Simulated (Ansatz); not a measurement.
Solid bromine

Calculation: r²SCAN-D4 in Ansatz (plane waves, PAW).

Cell: relaxed at this level.

- lattice energy: 52 kJ/mol
- volume per molecule: 63.19 Å³

Ansatz is a program for electronic structure.
